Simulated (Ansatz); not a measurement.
# C2H3 (doublet): wave-function methods side by side at distance C1–H3 = 3.773 Å, cc-pVDZ

The task here is to estimate one member of a computed series from the others.

Program: Ansatz 0.2.0, Gaussian basis. Level of theory: cc-pVDZ, core rule «outside noble gas», up to 2 orbitals frozen. These are calculated values, not measurements.

Plan: UHF; CCSD(T) on ROHF; CCSD(T) on UHF; BCCD(T) on ROHF; CISD; CCSDT(Q) on ROHF; CCSDT(Q) on UHF; CASSCF and MRCISD+Q, 3 electrons in 3 orbitals; CASSCF and NEVPT2, 3 electrons in 3 orbitals.

23 further runs of the same task are left out: 1 for a mislabelled method, 18 that didn't finish, 4 set aside as unsound or not needed.

### What is computed

The geometry derives from a PBE0/def2-TZVP stationary point (not a proven minimum). One bond is set to the value named and the two fragments are kept rigid.

5 atoms, charge 0, spin multiplicity 2.

Atoms are counted from 1 here; the program's logs count them from 0.

Bond lengths: C1–C2 1.428 Å, C1–H4 1.099 Å, C1–H5 1.099 Å. Angles: C2–C1–H4 118.1°, C2–C1–H5 118.1°, H4–C1–H5 112.4°.

The first run:

in.yaml reads:

```yaml
crystal:
  periodic: [false, false, false]
  atoms:
    - {symbol: C, position_ang: [-0.110586, 0.000000, 0.593183]}
    - {symbol: C, position_ang: [-0.124256, 0.000000, -0.834488]}
    - {symbol: H, position_ang: [3.662006, -0.000012, 0.648725]}
    - {symbol: H, position_ang: [-0.431807, 0.912927, 1.113349]}
    - {symbol: H, position_ang: [-0.431813, -0.912924, 1.113349]}
basis:
  gaussian: {orbitals: cc-pVDZ}
magnetization: {spin_polarized: true, initial_magnetization: 1}
hamiltonian: {xc: hf}
output: {orbitals: {seedname: orbitals}}
```

Run with:

```bash
> ansatz run in.yaml --threads 1 --pin off --events-out ev --progress --plain --max-ram 2393MiB
```

Among the steps run: UHF; CCSD(T) on ROHF; CCSD(T) on UHF; BCCD(T) on ROHF; CISD; CCSDT(Q) on ROHF; CCSDT(Q) on UHF; CASSCF and MRCISD+Q, 3 electrons in 3 orbitals; CASSCF and NEVPT2, 3 electrons in 3 orbitals.

One of the session's tables, all rows but one given; the rest of the session is left out.

| method | from UCCSDT(Q) (kJ/mol) |
| --- | --- |
| ROHF | +749.3 |
| UHF | +735.7 |
| RMP2 | +118.6 |
| UMP2 | +167.7 |
| CISD | +92.9 |
| RCCSD | +34.7 |
| UCCSD | +36.3 |
| RCCSD(T) | +5.2 |
| UCCSD(T) | +7.4 |
| BCCD(T) | +5.0 |
| RCCSDT | +2.5 |
| UCCSDT | +2.6 |
| RCCSDT(Q) | +0.3 |
| UCCSDT(Q) | 0 |
| CASSCF pair | +655.1 |
| NEVPT2 pair | +111.3 |
| MRCISD pair | ? |
| MRCISD+Q pair | +10.1 |

Estimate the missing values for MRCISD pair.

The run gave: from UCCSDT(Q) (kJ/mol): +68.9. In the column «from UCCSDT(Q) (kJ/mol)» it lies between UCCSD (+36.3) and CISD (+92.9).

Limits of these values: The determinant is far from a pure spin state, so its energy mixes those of several spin states (harmless only where they are near-degenerate, as at dissociation). Restricted and unrestricted rows rest on different reference determinants; where their highest levels disagree by more than a few hundredths of an eV, they describe different states and don't form one ladder.
